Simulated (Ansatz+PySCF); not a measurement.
Two shapes of singlet C2H6O.

Shape 1:

```xyz
9

C     0.0000   -0.4146   -0.3535
C     0.0000   -0.4345    1.1567
O     0.0000    0.9232   -0.7809
H    -0.8892   -0.9616   -0.7300
H     0.8892   -0.9616   -0.7300
H     0.0000   -1.4668    1.5374
H     0.8896    0.0825    1.5468
H    -0.8896    0.0825    1.5468
H     0.0000    0.9341   -1.7424
```

Shape 2:

```xyz
9

C    -0.0403   -0.3922   -0.3729
C     0.0459   -0.4407    1.1378
O    -0.0473    0.9122   -0.7930
H    -0.8666   -1.0062   -0.7298
H     0.8754   -0.9214   -0.7564
H    -0.0020   -1.4181    1.5487
H     0.9242    0.0589    1.5194
H    -0.8426    0.0703    1.5351
H    -0.0440    0.9291   -1.7657
```

Basis set: def2-SVP (spherical functions). Left uncorrelated: 3 orbitals. Charge 0, multiplicity 1.

Computed with Ansatz (development build ahead of 0.2.0); each method stands on the lowest determinant of its kind that the runs found.

Problem. Which shape is lower in energy, and by how much in each method?

Solution.

```tsv
method	E(2) − E(1) (eV)
RHF-CCSD	0.139
PBE (restricted)	0.142
PBE (unrestricted)	0.142
r²SCAN (unrestricted)	0.130
ωB97X (restricted)	0.128
```

Shape 1 is lower.
